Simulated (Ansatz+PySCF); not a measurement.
A calculation with Ansatz (development build ahead of 0.2.0).

```yaml
crystal:
  periodic: [false, false, false]
  atoms:
    - { symbol: C, position_ang: [0.0, 0.0, -0.14532] }
    - { symbol: H, position_ang: [0.0, 0.0, 0.87191] }
basis:
  gaussian: { orbitals: "6-31G" }
magnetization:
  initial_magnetization: 1
hamiltonian:
  xc: hf
correlation:
  method: mp2
  frozen_orbitals: { C: 1, H: 0 }
```

The input is written out in the form of the current development build from the run's settings. Correlation on restricted open-shell orbitals is semicanonical, with singles.

Output:

```
Converged                                                          : yes
Reference energy                                                   : -38.24350 hartree
Correlation energy                                                 : -0.04347 hartree
Total energy                                                       : -38.28697 hartree
Spin squared of the determinant                                    : 0.750
Occupied orbitals by symmetry in an Abelian subgroup (alpha; beta) : 3 A1 1 B1; 3 A1
```
